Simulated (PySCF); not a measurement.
MgSi: from constants to spectrum

B3LYP constants of MgSi, ³Σ⁻ (triplet), unpaired electrons π ↑↑ (Mg aug-pcseg-1, Si aug-pcseg-1; no relativity (PySCF 2.14); masses 23.9850 and 27.9769 u):

```
ωe            : 274.4 cm⁻¹
ωexe          : 2.62 cm⁻¹
Be            : 0.19164 cm⁻¹
αe            : 0.00210 cm⁻¹
De to Mg + Si : 0.83 eV
```

**Question.** What force constant and bond length do these constants imply?

**Answer.** Reduced mass μred = 12.914 u; k = 5.8918×10⁻⁷·μred·ωe² (u, cm⁻¹, mdyn/Å) = 0.573 mdyn/Å; Re = √(16.8576/(μred·Be)) (u, cm⁻¹, Å) = 2.610 Å.

**Question.** Estimate the centrifugal constant D from the Kratzer relation and find the Dunham coefficient a1.

**Answer.** D = 4Be³/ωe² = 3.74e-07 cm⁻¹; a1 = −1 − αeωe/(6Be²) = -3.62.

The state was picked by a PBE0 search and need not be the measured ground state.
